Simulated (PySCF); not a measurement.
## Oxygen: a sound run and one with changed settings

Sound run: O [He] 2s2 2p4, O⁺ [He] 2s2 2p3. Calculation: PySCF 2.14, in cc-pVDZ-DK; the spin-free X2C one-electron Hamiltonian (Gaussian nucleus). In the sound run the correlated levels freeze 1s2. The sound run starts from symmetry-adapted Hartree-Fock orbitals and uses a fine grid where one is needed.

Changed run: initial guess atom, at most 50 SCF cycles.

| species | method | sound run (hartree) | changed run (hartree) | converged |
| --- | --- | --- | --- | --- |
| O | UHF | -74.84416 | -74.84416 | yes |
| O | M06-2X | -75.09593 | -75.09593 | yes |
| O | CCSD(T) | -74.96201 | -74.96201 | yes |
| O⁺ | B3LYP | -74.61056 | -74.61056 | yes |
| O⁺ | MP2 | -74.47476 | -74.47476 | yes |

Here the plain start reaches the same solutions.
